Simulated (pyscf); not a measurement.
`[OH][SiH]([OH])[OH]` + `[NH3]` -> `[OH2]` + `[NH2][SiH]([OH])[OH]`, a four-centre exchange (singlet surface; O–Si, H–N broken, H–O, N–Si formed). Optimised with ωB97X-D3(BJ)/def2-SVP in PySCF. Energies in kJ/mol from the separated reactants.

Small-basis levels: PySCF, no dispersion term, spherical d functions. AM1 to PM7: differences of heats of formation from MOPAC. Cost: rough CPU time at the saddle relative to B3LYP/6-31G*, from one job on a shared machine.

| level | barrier | reaction energy | cost |
|---|---|---|---|
| HF/3-21G | 75.6 | +47.3 | 0.06 |
| MP2/6-31G* | 109.1 | +59.7 | 0.1 |
| PBE/6-31G* | 70.3 | +60.2 | 2 |
| B3LYP/LANL2DZ | 42.3 | +17.7 | 0.7 |
| M06-2X/6-31G* | 93.8 | +58.4 | 2 |
| B3LYP/def2-SVP | 94.4 | +53.0 | 1 |
| PM6 | 99.6 | +20.9 | under 0.02 |
| ωB97M-D3(BJ)/def2-TZVP | 115.0 | +50.8 | – |

Against the last row the barrier runs from -72.7 (B3LYP/LANL2DZ) to -5.9 kJ/mol (MP2/6-31G*). ωB97M-D3(BJ)/def2-TZVP has limits of its own. On the reactant side the descent ends in an adduct with a N–Si contact (not fully relaxed), 14.8 kJ/mol under the separated species and 129.2 kJ/mol under the saddle at ωB97X-D3(BJ)/def2-TZVP. On the product side the descent ends in a bound adduct, 45.1 kJ/mol under the separated species and 110.3 kJ/mol under the saddle at ωB97X-D3(BJ)/def2-TZVP. What is counted as formed (N–Si) is already present as a longer contact in the reactant adduct; forming that adduct is a step of its own. This is the saddle that the search found; another between the same sides may lie lower.
